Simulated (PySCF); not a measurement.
Partial charges of cyclopentanol

Compound: cyclopentanol, C5H10O.
Cartesian coordinates in Å at the PBE0-D3(BJ)/def2-TZVP level; atoms count from 1:
```
atom  x, y, z in Å
O1     1.2469    1.4086   -0.8143
C2     0.8618    0.6578    0.3307
C3     0.8744   -0.8418    0.0435
C4    -0.4354   -1.0623   -0.6997
C5    -1.4248   -0.2307    0.1164
C6    -0.6109    0.9819    0.6083
H7     2.1611    1.1941   -1.0173
H8     1.5087    0.9204    1.1767
H9     1.7658   -1.1536   -0.5078
H10    0.8637   -1.3894    0.9930
H11   -0.7214   -2.1123   -0.7828
H12   -0.3493   -0.6559   -1.7111
H13   -2.3049    0.0613   -0.4589
H14   -1.7797   -0.8169    0.9691
H15   -0.7787    1.1775    1.6687
H16   -0.8646    1.8943    0.0665
```

Density: PBE0/pcSseg-2 (PySCF); schemes: Mulliken, IAO, Hirshfeld and ESP-fitted. The structure is a single PBE0-D3(BJ)/def2-TZVP conformer in the gas phase; no vibrational or solvent corrections.

**Question.** What partial charge does each atom carry?

**Answer.** In e:

```
atom             environment  Mulliken     IAO  Hirshfeld  ESP-fitted
  O1          alcohol oxygen    -0.415  -0.577     -0.223      -0.648
  C2  carbinol carbon (C–OH)    +0.144  +0.095     +0.034      +0.300
  C3         ring CH2 carbon    -0.073  -0.283     -0.089      -0.172
  C4         ring CH2 carbon    -0.054  -0.268     -0.082      +0.047
  C5         ring CH2 carbon    -0.067  -0.270     -0.077      -0.053
  C6         ring CH2 carbon    -0.040  -0.284     -0.083      -0.085
  H7       hydroxyl hydrogen    +0.187  +0.355     +0.158      +0.393
  H8        methine hydrogen    +0.018  +0.118     +0.033      -0.023
  H9      methylene hydrogen    +0.038  +0.132     +0.039      +0.034
 H10      methylene hydrogen    +0.024  +0.133     +0.043      +0.053
 H11      methylene hydrogen    +0.046  +0.137     +0.041      -0.009
 H12      methylene hydrogen    +0.040  +0.142     +0.039      +0.028
 H13      methylene hydrogen    +0.035  +0.141     +0.043      +0.017
 H14      methylene hydrogen    +0.036  +0.131     +0.037      +0.027
 H15      methylene hydrogen    +0.033  +0.141     +0.042      +0.016
 H16      methylene hydrogen    +0.048  +0.157     +0.043      +0.076
```

Mean size of the charges over all atoms: IAO 0.210 e, ESP-fitted 0.124 e, Mulliken 0.081 e, Hirshfeld 0.069 e. Each set sums to the total charge, 0, to within 0.001 e. The IAO scheme counts the electrons in orthogonalised intrinsic atomic orbitals, a minimal basis polarised so that it spans the occupied orbitals exactly. The Mulliken scheme gives each basis function's population to the atom it is centred on and halves the overlap population of two atoms between them.

Lowest charge. All schemes agree: Mulliken O1 (-0.415); IAO O1 (-0.577); Hirshfeld O1 (-0.223); ESP-fitted O1 (-0.648).

Highest charge. All schemes agree: Mulliken H7 (+0.187); IAO H7 (+0.355); Hirshfeld H7 (+0.158); ESP-fitted H7 (+0.393).

**Question.** Sum the charges by element, for elements with more than one atom.

**Answer.** 
```
element  atoms  Mulliken     IAO  Hirshfeld  ESP-fitted
      C      5    -0.089  -1.011     -0.296      +0.038
      H     10    +0.504  +1.588     +0.518      +0.610
```

**Question.** How many electrons does the ESP-fitted scheme count on C5?

**Answer.** Z − q = 6 − (-0.053) = 6.053.

**Question.** How closely do the schemes follow one another over all atoms?

**Answer.** Correlation coefficient and root-mean-square difference: IAO with Hirshfeld 0.99, 0.159 e; Mulliken with ESP-fitted 0.96, 0.097 e; Mulliken with Hirshfeld 0.92, 0.058 e; Mulliken with IAO 0.87, 0.146 e; Hirshfeld with ESP-fitted 0.85, 0.146 e; IAO with ESP-fitted 0.79, 0.151 e.
